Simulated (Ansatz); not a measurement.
We consider B20 (FeSi-type) FeSi, described by rVV10 in Ansatz (PAW).

Run with plane-wave cutoff 520 eV, 8×8×8 k mesh, Fermi–Dirac smearing 0.01 eV, no spin polarisation, scalar-relativistic PAW data made under PBE.

Shape and atoms are relaxed at each volume.

Pressure at four volumes; x = ln(V/11.090 Å³). One pressure is withheld.

| V (Å³/atom) | x | P (GPa) |
|---|---|---|
| 10.647 | -0.0408 | 9.68 |
| 11.090 | 0.0000 | 0.00 |
| 11.312 | 0.0198 | -4.04 |
| 11.534 | 0.0393 | ? |

Pass a parabola P(x) through the three rows shown, estimate the bulk modulus and its pressure derivative near zero pressure, and predict the withheld pressure.

Slopes between the rows: (0.00 − (9.68))/(0.0000 − (-0.0408)) = -237.25 and (-4.04 − (0.00))/(0.0198 − (0.0000)) = -204.04 GPa. Their difference over the span 0.0606 is c = 33.21/0.0606 = 548.0 GPa, so P(x) = 9.68 + (-237.25)(x − (-0.0408)) + 548.0 (x − (-0.0408))(x − (0.0000)). At the middle row B = −dP/dx = −[-237.25 + 548.0 × 0.0408] = 214.9 GPa, and B′ = dB/dP = 2c/B = 5.1. At x = 0.0393 the parabola gives -7.60 GPa; the run gives -7.62 GPa. The Birch–Murnaghan fit to the energies at all volumes has B0 = 214 GPa and B′ = 4.9.

Measured, for comparison: bulk modulus 178 GPa (room temperature, no zero-point or thermal correction, our sources range from 169 to 185; as tabulated in Study of the compressibility of FeSi, MnSi, and CoS2 (JETP Letters), abstract). Computed (rounded) less measured: bulk modulus +20 % (+16 % to +27 % over the range).

Note: the bulk modulus comes from volumes at which shape and atoms were relaxed.

Ansatz is a first-principles code.
